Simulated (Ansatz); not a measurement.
Species: SiO, net charge 1, doublet state. SMILES of the parent species: [O+]#[Si-]
Geometry from a B3LYP-D3(BJ)/def2-TZVP (Ansatz, a quantum-chemistry and plane-wave program) optimisation:
```
Si
O 1 1.5229
```
Charge +1, spin multiplicity 2.

Problem. Give the harmonic wavenumbers at B3LYP-D3(BJ)/def2-TZVP (Ansatz, finite differences of forces, unscaled).

Solution. 1142 cm⁻¹. Zero-point energy 1.6 kcal/mol.

Problem. From these and the geometry, give the ideal-gas thermochemistry at 298.15 K and 1 atm (rigid rotor, harmonic oscillator).

Solution. Point group C∞v, rotational symmetry number 1. Rotational constants 21.38, 21.38 GHz. S(trans) 37.28, S(rot) 13.26, S(vib) 0.05, S(elec, spin only) 1.38, S 52.0 cal/(mol K). H(298) - H(0) 2.09 kcal/mol; G - E(el) -11.8 kcal/mol.
